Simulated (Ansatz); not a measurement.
Input for Ansatz (development build ahead of 0.2.0):

```yaml
crystal:
  periodic: [false, false, false]
  atoms:
    - { symbol: Mg, position_ang: [0.0, 0.0, -0.89684] }
    - { symbol: O, position_ang: [0.0, 0.0, 0.89684] }
basis:
  gaussian: { orbitals: def2-SVP }
total_charge: -1
magnetization:
  initial_magnetization: 1
hamiltonian:
  xc: hf
correlation:
  method: mp2
  frozen_orbitals: { Mg: 1, O: 1 }
```

The input is written out in the form of the current development build from the run's settings. Correlation on restricted open-shell orbitals is semicanonical, with singles.

Results

```json
{"Converged": "yes", "Reference energy": "-274.30444 hartree", "Correlation energy": "-0.18229 hartree", "Total energy": "-274.48673 hartree", "Spin squared of the determinant": "0.750", "Stability test": "minimum among restricted orbitals", "Occupied orbitals by symmetry in an Abelian subgroup (alpha; beta)": "7 A1 2 B1 2 B2; 7 A1 1 B1 2 B2"}
```

Messages of the program:
```
mean field -7464.20407556 eV, -274.3044403578 hartree, gradient 1.4e-6 eV, S^2 0.750000; 12 other ends of a descent, 0 dependent functions left out
```

Caution: this determinant is likely not that of the ground state; no diffuse functions for an anion; the determinant may break the point group.
